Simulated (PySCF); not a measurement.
# From one method to the next for LiAl⁺

What do other methods print for LiAl⁺?

The runs use PySCF 2.14.0; each script names its method and basis.

2 further runs of the same task are left out: 2 that didn't finish.

## (1) The system as given

LiAl⁺: 2 atoms, charge 1, spin multiplicity 2.

No contacts short enough for the rule that draws bonds.

## (2) The base run

The input, input.py:

```python
from pyscf import gto, scf

mol = gto.M(
    atom='Li 0 0 0; Al 0 0 2.58',
    basis='jorge-dzp',
    charge=1,
    spin=1,
    verbose=3,
)
mf = scf.UHF(mol)
mf.kernel()
mf.dip_moment()
print('orbital energies (hartree):', [e[max(0, n-3):n+3].round(4) for e, n in zip(mf.mo_energy, mol.nelec)])
```

The run is started by

```sh
OMP_NUM_THREADS=1 python input.py
```

## (3) Wb97x (UKS)

Edit 1 changes functional: none (Hartree–Fock) → wb97x; SCF type: UHF → UKS; step after the SCF: none → analyze.

The input, input.py:

```python
from pyscf import gto, dft

mol = gto.M(
    atom='Li 0 0 0; Al 0 0 2.58',
    basis='jorge-dzp',
    charge=1,
    spin=1,
    verbose=3,
)
mf = dft.UKS(mol, xc='wb97x')
mf.kernel()
mf.analyze()
print('orbital energies (hartree):', [e[max(0, n-3):n+3].round(4) for e, n in zip(mf.mo_energy, mol.nelec)])
```

## (4) Population analysis

Edit 2 changes step after the SCF: none → analyze.

Edit input.py of step 2 so:

```diff
@@ -11,3 +11,3 @@
 mf.kernel()
-mf.dip_moment()
+mf.analyze()
 print('orbital energies (hartree):', [e[max(0, n-3):n+3].round(4) for e, n in zip(mf.mo_energy, mol.nelec)])
```

## (5) Lc_wpbe (UKS)

Edit 3 changes functional: none (Hartree–Fock) → lc_wpbe; SCF type: UHF → UKS; step after the SCF: none → analyze.

The input, input.py:

```python
from pyscf import gto, dft

mol = gto.M(
    atom='Li 0 0 0; Al 0 0 2.58',
    basis='jorge-dzp',
    charge=1,
    spin=1,
    verbose=3,
)
mf = dft.UKS(mol, xc='lc_wpbe')
mf.kernel()
mf.analyze()
print('orbital energies (hartree):', [e[max(0, n-3):n+3].round(4) for e, n in zip(mf.mo_energy, mol.nelec)])
```

## (6) CISD

Edit 4 changes step after the SCF: none → cisd; frozen orbitals: none → 5.

Edit input.py of step 2 so:

```diff
@@ -1,2 +1,2 @@
-from pyscf import gto, scf
+from pyscf import gto, scf, ci
 
@@ -11,2 +11,3 @@
 mf.kernel()
+ci.CISD(mf, frozen=5).kernel()
 mf.dip_moment()
```

## (7) CCSD(T)

Edit 5 changes step after the SCF: none → ccsd(t); frozen orbitals: none → 5.

Edit input.py of step 2 so:

```diff
@@ -1,2 +1,2 @@
-from pyscf import gto, scf
+from pyscf import gto, scf, cc
 
@@ -11,2 +11,5 @@
 mf.kernel()
+mycc = cc.CCSD(mf, frozen=5)
+mycc.kernel()
+mycc.ccsd_t()
 mf.dip_moment()
```

## (8) MP2

Edit 6 changes step after the SCF: none → mp2; frozen orbitals: none → 5.

Edit input.py of step 2 so:

```diff
@@ -1,2 +1,2 @@
-from pyscf import gto, scf
+from pyscf import gto, scf, mp
 
@@ -11,2 +11,3 @@
 mf.kernel()
+mp.MP2(mf, frozen=5).kernel()
 mf.dip_moment()
```

Q: Predict the outcome of this session. Wanted: for each run, E(SCF); from base; gap, α spin; after the SCF.

The runs gave:

| run | E(SCF) (hartree) | from base (eV) | gap, α spin (eV) | after the SCF |
| --- | --- | --- | --- | --- |
| base | -249.144214 | 0 | 7.63 | n/a |
| wb97x (UKS) | -249.670483 | not comparable | 6.79 | n/a |
| population analysis | -249.144214 | 0.0000 | 7.63 | n/a |
| lc_wpbe (UKS) | -249.570787 | not comparable | 7.21 | n/a |
| CISD | -249.144214 | 0.0000 | 7.63 | CISD correlation -1.496 eV, core frozen |
| CCSD(T) | -249.144214 | 0.0000 | 7.63 | CCSD(T) correlation -1.534 eV, core frozen |
| MP2 | -249.144214 | 0.0000 | 7.63 | MP2 correlation -1.038 eV, core frozen |

What this shows: On the same reference and core, CCSD(T) gains 1.53 eV in 1.9 s; CISD reaches 98 % of that in 1.5 s, MP2 reaches 68 % of that in 1.1 s. Total energies of different functionals can't be compared with each other; differences within one functional can. The dearest run is “lc_wpbe (UKS)”, at 4.4 s against 0.98 s.
